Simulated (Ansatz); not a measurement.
What does this script print? It uses the Ansatz DFT code, driven from Python.

`c6h10_conformers.py`
```python
# -*- coding: utf-8 -*-
"""Conformer energies of C6H10."""

import ansatz as az
from rdkit import Chem
from rdkit.Chem import AllChem

rd = Chem.AddHs(Chem.MolFromSmiles("C#CC(C)CC"))
ids = list(AllChem.EmbedMultipleConfs(rd, numConfs=20, randomSeed=450, pruneRmsThresh=0.4))
field = [energy for _, energy in AllChem.MMFFOptimizeMoleculeConfs(rd)]
distinct = {round(e, 2): i for i, e in zip(ids, field)}
chosen = sorted(distinct.items())[:3]
found = []
for force_field, index in chosen:
    mol = az.Crystal.molecule()
    for atom, xyz in zip(rd.GetAtoms(), rd.GetConformer(index).GetPositions()):
        mol = mol.atom(atom.GetSymbol(), xyz.round(5).tolist())
    calc = (
        mol.calculation()
        .basis(gaussian="def2-SVP")
        .functional("pbe0", dispersion="d3bj")
    )
    found.append(calc.run().report["free_energy_ev"])
print("conformer   MMFF (kcal/mol)   this level (eV)")
for (force_field, index), e in zip(chosen, found):
    print(f"{index:9d} {force_field - chosen[0][0]:17.2f} {(e - min(found)):17.3f}")
```

```console
$ python c6h10_conformers.py
conformer   MMFF (kcal/mol)   this level (eV)
        1              0.00             0.000
        4              0.65             0.010
        5              0.80             0.023
```

The conformers keep their force-field geometries. The whole script took 21 s on 1 thread of Arm Neoverse V1, on a shared host, peak memory 0.38 GiB.
